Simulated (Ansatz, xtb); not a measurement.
## Relative energy of two isomers of C5H7N

We compare I, `C#CC1(N)CC1`, a singlet, with II, `C#C[C@@H]1C[C@@H]1N`, a singlet. Both are isolated molecules in the gas phase, relaxed with PBE0-D3(BJ)/def2-SVP; the shapes shown needn't be the lowest conformers.

I (Å):

| atom | x (Å) | y (Å) | z (Å) |
| --- | --- | --- | --- |
| C | -2.3741 | 1.5158 | 1.0761 |
| C | -1.2541 | 1.1149 | 0.8389 |
| C | 0.1002 | 0.6934 | 0.5391 |
| C | 0.7004 | -0.4047 | 1.3879 |
| C | 0.2981 | -0.6983 | -0.0183 |
| N | 1.0199 | 1.6888 | 0.0681 |
| H | -3.3677 | 1.8641 | 1.2881 |
| H | 1.1045 | 2.4368 | 0.7545 |
| H | 0.6638 | 2.1149 | -0.7861 |
| H | 1.7659 | -0.2927 | 1.6003 |
| H | 0.0919 | -0.8046 | 2.2017 |
| H | -0.5932 | -1.3046 | -0.1929 |
| H | 1.0886 | -0.7868 | -0.7667 |

II (Å):

```xyz
13

C    -2.0373    1.5917    1.7983
C    -0.9158    1.1515    1.6523
C     0.3888    0.5966    1.4422
C     1.2521    1.1075    0.3024
C     0.6297   -0.2324    0.1699
N    -0.3759   -0.4662   -0.8062
H    -3.0219    1.9943    1.9460
H     0.9099    0.2739    2.3500
H     0.8346    1.9196   -0.3000
H     2.3277    1.1828    0.4779
H     1.2926   -1.0918    0.3194
H    -0.9157    0.3794   -0.9774
H    -1.0382   -1.1638   -0.4706
```

Energies in hartree; the thermal terms are from GFN2-xTB frequencies at re-optimised GFN2-xTB minima (ideal gas, soft modes damped towards free rotors, one conformer each, 298.15 K, 1 atm) and include the zero-point energy:

|  | I | II |
| --- | --- | --- |
| E, CCSD(T)/def2-SVP | −248.491128 | −248.487364 |
| E, MP2/def2-SVP | −248.411534 | −248.407646 |
| E, MP2/def2-TZVPP | −248.868315 | −248.865830 |
| zero-point energy | 0.104918 | 0.105250 |
| H(298 K) − E | 0.112556 | 0.112774 |
| G(298 K) − E | 0.075164 | 0.075476 |

Correct the CCSD(T) difference for the basis set by the MP2 change, then work out ΔE, ΔE₀, ΔH and ΔG for I → II in kJ/mol (1 Eh = 2625.50 kJ/mol) and the equilibrium ratio [II]/[I].

1. Differences II − I: CCSD(T) +0.003764, MP2 in the small set +0.003888, MP2 in the large set +0.002485 Eh.
2. ΔE = +0.003764 + (+0.002485 − (+0.003888)) = +0.002361 Eh = +6.20 kJ/mol.
3. ΔE₀ = ΔE + ΔZPE = +0.002361 + (+0.000332) Eh = +7.07 kJ/mol.
4. ΔH = ΔE + (+0.000218) Eh = +6.77 kJ/mol.
5. ΔG = ΔE + (+0.000312) Eh = +7.02 kJ/mol, so ΔS = (ΔH − ΔG)/T = −0.8 J/(mol K).
6. kT = 0.9442 mEh, so K = [II]/[I] = exp(−ΔG/kT) = exp(−2.83) ≈ 0.059.

Structure I is favoured at this temperature. An error of 4 kJ/mol in ΔG would change K by a factor of 5. GFN2-xTB gave ΔE the other sign. Mirror images and further conformers aren't counted.

As drawn, both hold the same kinds of bond in the same numbers.

Other levels gave ΔE = −3.2 (GFN2-xTB); +4.2 (HF/STO-3G, GFN2-xTB geometries); +4.3 (r2SCAN-D4/def2-SVP, GFN2-xTB geometries); +3.8 (PBE0-D3(BJ)/def2-SVP); +7.0 (HF/def2-SVP); +10.2 (MP2/def2-SVP); +9.9 (CCSD(T)/def2-SVP) kJ/mol. The correlated steps freeze 6 core orbitals. Programs: Ansatz 0.2.0, xtb 6.7.1.
